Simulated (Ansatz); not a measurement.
A run of Ansatz (development build ahead of 0.2.0) on singlet C₃ at this shape:

```xyz
3

C    -0.0032   -0.0792   -1.5793
C    -0.0329   -0.0730    0.2891
C     0.1495    0.0640    1.5421
```

Its results:

```
Converged    : yes
Total energy : -113.12171 hartree
```

Forces (eV/Å):
```json
{"atom": "C1", "Fx": "-0.195", "Fy": "0.017", "Fz": "10.524"}
{"atom": "C2", "Fx": "0.193", "Fy": "-0.022", "Fz": "-10.817"}
{"atom": "C3", "Fx": "0.002", "Fy": "0.005", "Fz": "0.293"}
```

**Question.** Which input gives this output? Name the method, the orbitals and the basis set, and write the input.

**Answer.** RHF in 6-31G. An unrestricted run that stays on the closed shell gives the same numbers.

```yaml
crystal:
  periodic: [false, false, false]
  atoms:
    - { symbol: C, position_ang: [-0.00317, -0.07919, -1.57934] }
    - { symbol: C, position_ang: [-0.03291, -0.07297, 0.28912] }
    - { symbol: C, position_ang: [0.14951, 0.06404, 1.54208] }
basis:
  gaussian: { orbitals: "6-31G" }
hamiltonian:
  xc: hf
output:
  forces: true
```

Caution: stretched shape with no unrestricted run beside it, a lower state can exist.
